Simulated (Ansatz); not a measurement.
Two structures of MgNH$_{4}$Cl, singlet, reached by relaxing down either side of one saddle point (PBE0-D4/def2-TZVP). Energies are electronic, without zero-point energy. Computed with Ansatz 0.2.0 (basis: def2-TZVPP and def2-QZVPP); correlated methods freeze the cores. The outer core shell of Li, Na, Mg and K is correlated. The def2 sets are not built for correlating such inner shells, so the correlated values are less sure here. Extrapolation: Hartree–Fock as exp(−7.88 √X), correlation as X^−2.97. First:

Mg1  (-0.464, -0.857, -0.819)
H2  (0.456, -2.275, -1.084)
Cl3  (-2.280, 0.373, -1.245)
H4  (1.361, 0.196, 0.998)
N5  (0.474, 0.497, 0.607)
H6  (-0.165, 0.666, 1.378)
H7  (0.618, 1.400, 0.165)
(Å)

Second:

```
atom    x (Å)    y (Å)    z (Å)
 Mg1  -0.8047   0.0664  -0.2738
  H2   0.5435  -1.6199  -1.0762
 Cl3  -2.3367  -0.7942  -1.5854
  H4   1.0341  -1.2909  -0.6080
  N5   0.2905   1.0091   0.9260
  H6   0.0192   1.8169   1.4663
  H7   1.2541   0.8126   1.1511
```

(1) Which bonds change from the first to the second?

(2) Give the saddle point's structure and its height above each. (Judge from chemistry; the value comes from the calculation.)

T1 diagnostic: at most 0.009. The start structure is not quite a true minimum (one mode of 49i cm⁻¹).

Answers

(1) MgHCl ([MgH][Cl]) + NH₃ → MgNH₂Cl ([NH2][Mg][Cl]) + H₂; bonds formed: H2–H4; dative contacts that become bonds: Mg1–N5; bonds broken: Mg1–H2, H4–N5.

(2) The calculation gives: 114.3 kJ/mol above the first and 64.4 kJ/mol above the second (CCSD(T) at an estimated basis limit (MP2 extrapolated from triple and quadruple zeta, plus CCSD(T) − MP2 in triple zeta)).
```
atom    x (Å)    y (Å)    z (Å)
 Mg1  -0.7869  -0.2191  -0.6412
  H2   0.6988  -1.4434  -0.4233
 Cl3  -2.6031  -0.3026  -1.8616
  H4   0.8534  -0.6667   0.1472
  N5   0.4544   0.6141   0.6649
  H6   0.2979   0.6406   1.6660
  H7   1.0853   1.3772   0.4480
```

Labels in which every atom is bracketed show which atoms are joined, not bond orders.

For scale, one of the runs: CCSD(T)/def2-TZVPP, 161 basis functions (an equivalent command: `ansatz run in.yaml --threads 2`). Hardware: 2 CPU threads, shared host. Wall time 17 s; peak host memory 1.4 GiB.
